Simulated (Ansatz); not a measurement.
# C4H7N: the cost of one run

Program: Ansatz 0.2.0. Level of theory: RKS PBE-D4/6-31G*. These are calculated values, not measurements.

### Step 1. The starting structure

Bond lengths: C1–N2 1.230 Å, N2–C3 1.363 Å, C3–C4 1.306 Å, C3–C5 1.530 Å, C1–H6 1.172 Å, C1–H7 1.096 Å, C4–H8 1.071 Å, C4–H9 1.163 Å, C5–H10 1.103 Å, C5–H11 1.068 Å, C5–H12 1.084 Å. Angles (14 of 16 angles, heavy atoms first): C1–N2–C3 112.1°, N2–C3–C4 122.0°, N2–C3–C5 117.1°, C4–C3–C5 119.9°, N2–C1–H6 120.0°, N2–C1–H7 127.8°, C3–C4–H8 124.1°, C3–C4–H9 119.4°, C3–C5–H10 109.0°, C3–C5–H11 107.9°, C3–C5–H12 111.4°, H6–C1–H7 112.2°, H8–C4–H9 116.1°, H10–C5–H11 110.8°.

As a file:

```xyz
12

C    -1.0117    1.5756   -0.1835
N    -0.0850    1.1691    0.5160
C     0.1538   -0.1596    0.3290
C    -0.2189   -1.0599    1.1988
C     1.1054   -0.5436   -0.8060
H    -1.3441    2.6980   -0.1203
H    -1.6239    1.0016   -0.8885
H    -0.0246   -2.1082    1.0980
H    -0.9127   -0.7497    2.0787
H     2.0529    0.0076   -0.6812
H     0.6352   -0.2866   -1.7299
H     1.3505   -1.5995   -0.7771
```

### Step 2. End point A

input.yaml reads:

```yaml
crystal:
  periodic: [false, false, false]
  atoms:
    - { symbol: C, position_ang: [-1.0117, 1.5756, -0.1835] }
    - { symbol: "N", position_ang: [-0.085, 1.1691, 0.516] }
    - { symbol: C, position_ang: [0.1538, -0.1596, 0.329] }
    - { symbol: C, position_ang: [-0.2189, -1.0599, 1.1988] }
    - { symbol: C, position_ang: [1.1054, -0.5436, -0.806] }
    - { symbol: H, position_ang: [-1.3441, 2.698, -0.1203] }
    - { symbol: H, position_ang: [-1.6239, 1.0016, -0.8885] }
    - { symbol: H, position_ang: [-0.0246, -2.1082, 1.098] }
    - { symbol: H, position_ang: [-0.9127, -0.7497, 2.0787] }
    - { symbol: H, position_ang: [2.0529, 0.0076, -0.6812] }
    - { symbol: H, position_ang: [0.6352, -0.2866, -1.7299] }
    - { symbol: H, position_ang: [1.3505, -1.5995, -0.7771] }
basis:
  gaussian: { orbitals: "6-31G*" }
hamiltonian:
  xc: pbe
  dispersion: d4
relax:
  f_tol: 0.02
  max_steps: 50
output:
  orbitals: {}
```

Run with:

```console
$ ansatz run input.yaml --threads 2 --pin off --max-ram 3072MiB --backend cpu --events-out ev --progress --plain --runs-dir out
```

Q: Estimate wall time and peak memory on 2 threads of Arm Neoverse V2, shared host.

About 24 s, with a peak of 0.18 GiB.
